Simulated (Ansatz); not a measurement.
One change: `C[O][AlH2]` becomes `[Li][O]C`.

Ansatz, PBE0-D4/def2-TZVP geometries, multiplicity 1. 

| property | `C[O][AlH2]` |
| --- | --- |
| HOMO–LUMO gap (B3LYP/def2-TZVPP) / eV | 6.68 |
| HOMO energy (B3LYP/def2-TZVPP) / eV | -7.87 |
| size of the dipole moment (B3LYP/def2-TZVPP) / D | 0.93 |
| zero-point energy (PBE0-D4/def2-TZVP) / kJ/mol | 145.0 |
| LUMO energy (B3LYP/def2-TZVPP) / eV | -1.19 |
| ideal-gas entropy at 298 K and 1 bar (rigid rotor, harmonic PBE0-D4/def2-TZVP) / J/(mol·K) | 297 |

Q: What does the change do to each property? (An estimate is asked.)

A: Computed: 
| property | `[Li][O]C` | shift |
| --- | --- | --- |
| HOMO–LUMO gap (B3LYP/def2-TZVPP) / eV | 4.27 | -2.41 |
| HOMO energy (B3LYP/def2-TZVPP) / eV | -5.48 | 2.39 |
| size of the dipole moment (B3LYP/def2-TZVPP) / D | 5.08 | 4.15 |
| zero-point energy (PBE0-D4/def2-TZVP) / kJ/mol | 108.2 | -36.8 |
| LUMO energy (B3LYP/def2-TZVPP) / eV | -1.21 | -0.02 |
| ideal-gas entropy at 298 K and 1 bar (rigid rotor, harmonic PBE0-D4/def2-TZVP) / J/(mol·K) | 252 | -45 |

The zero-point energy changes by -36.8 kJ/mol with -6 modes. Dipoles are sizes alone; their direction can turn.

B3LYP here is the variant with VWN-RPA as its local correlation; programs differ in this.
